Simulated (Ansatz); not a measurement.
# The oxygen atom (triplet): the correlation ladder, def2-TZVP

Aim: climb from Hartree-Fock through coupled cluster and multireference methods for the oxygen atom (triplet) at one geometry and basis, and see what each rung misses.

The runs use Ansatz 0.2.0, Gaussian basis; def2-TZVP, core rule «outside noble gas», up to 1 orbitals frozen.

The runs, in order: UHF; CCSD(T) on ROHF; CCSD(T) on UHF; BCCD(T) on ROHF; CISD; CCSDT(Q) on ROHF; CCSDT(Q) on UHF; CISDTQ; CASSCF and MRCISD+Q, 6 electrons in 4 orbitals; CASSCF and MRCISD+Q(relaxed), 6 electrons in 4 orbitals; CASSCF and NEVPT4(SD), 6 electrons in 4 orbitals; CASSCF and NEVPT2, 6 electrons in 4 orbitals.

## (1) The atom

A free atom, in its lowest state of this spin that the program finds.

1 atom, charge 0, spin multiplicity 3.

## (2) UHF

File in.yaml:

```yaml
crystal:
  periodic: [false, false, false]
  atoms:
    - {symbol: O, position_ang: [0.000000, 0.000000, 0.000000]}
basis:
  gaussian: {orbitals: def2-TZVP}
magnetization: {spin_polarized: true, initial_magnetization: 2}
hamiltonian: {xc: hf}
output: {orbitals: {seedname: orbitals}}
```

Command:

```
$ ansatz run in.yaml --threads 1 --pin off --events-out ev --progress --plain --max-ram 2393MiB
```

The runs that follow: CCSD(T) on ROHF; CCSD(T) on UHF; BCCD(T) on ROHF; CISD; CCSDT(Q) on ROHF; CCSDT(Q) on UHF; CISDTQ; CASSCF and MRCISD+Q, 6 electrons in 4 orbitals; CASSCF and MRCISD+Q(relaxed), 6 electrons in 4 orbitals; CASSCF and NEVPT4(SD), 6 electrons in 4 orbitals; CASSCF and NEVPT2, 6 electrons in 4 orbitals.

**Question.** What will the summary of the whole plan be? Wanted: UCCSDT(Q) below the RHF energy; RMP2 from UCCSDT(Q); UMP2 from UCCSDT(Q); RCCSD from UCCSDT(Q); RCCSD(T) from UCCSDT(Q); UCCSD(T) from UCCSDT(Q); RCCSDT(Q) from UCCSDT(Q); NEVPT2 valence from UCCSDT(Q); NEVPT4(SD) valence from UCCSDT(Q).

As calculated:

```
                         quantity                                                                                                        value
   UCCSDT(Q) below the RHF energy                                                                                                   -4.5648 eV
              RMP2 from UCCSDT(Q)                                                                                                 +51.8 kJ/mol
              UMP2 from UCCSDT(Q)                                                                                                 +52.1 kJ/mol
             RCCSD from UCCSDT(Q)                                                                                                  +8.9 kJ/mol
          RCCSD(T) from UCCSDT(Q)                                                                                                  +1.2 kJ/mol
          UCCSD(T) from UCCSDT(Q)                                                                                                  +1.0 kJ/mol
         RCCSDT(Q) from UCCSDT(Q)                                                                                                  +0.2 kJ/mol
    NEVPT2 valence from UCCSDT(Q)                                                                                                 +80.0 kJ/mol
NEVPT4(SD) valence from UCCSDT(Q)                                                                                                  +6.8 kJ/mol
  MRCISD+Q valence from UCCSDT(Q)                                                                                                  +1.3 kJ/mol
levels within 1 kcal/mol (43 meV)  RCCSD(T), UCCSD(T), BCCD(T), RCCSDT, UCCSDT, CISDTQ, RCCSDT(Q), MRCISD+Q valence, MRCISD+Q(relaxed) valence
                    T1 diagnostic                                                                                                        0.015
   effectively unpaired electrons                                                                                                         2.00
```

RCCSD(T) lands +1.2 kJ/mol from the yardstick (0.3 % of the correlation energy). One determinant dominates. Of the multireference levels listed MRCISD+Q valence comes nearest in total energy (+1.3 kJ/mol), which doesn't show that its space is the better one. These misses are within one basis, not against nature; the frozen cores of restricted and unrestricted runs differ, which can shift their rows.
